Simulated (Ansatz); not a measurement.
System: solid chlorine. Method: r²SCAN-D4 (Ansatz, a first-principles code, PAW).

Run with plane-wave cutoff 560 eV, 10×10×4 k mesh (along the axes of the cell as run), Fermi–Dirac smearing 0.01 eV, scalar-relativistic PAW data made under PBE.

Cell (relaxed at this level):

```
CELL_PARAMETERS angstrom
      2.03785    -3.18476     0.00000
      2.03785     3.18476     0.00000
      0.00000     0.00000     8.19092
ATOMIC_POSITIONS crystal
  Cl 0.87799 0.87799 0.89324
  Cl 0.62201 0.62201 0.39324
  Cl 0.37799 0.37799 0.60676
  Cl 0.12201 0.12201 0.10676
```

### Question
Give the computed bulk modulus and band gap.

### Answer

- bulk modulus: 9.28 GPa
- band gap: 2.62 eV (direct)

Note: the bulk modulus comes from volumes at which shape and atoms were relaxed.

Static lattice: no zero-point or thermal effects.

It cost roughly 6 core-minutes of CPU time.
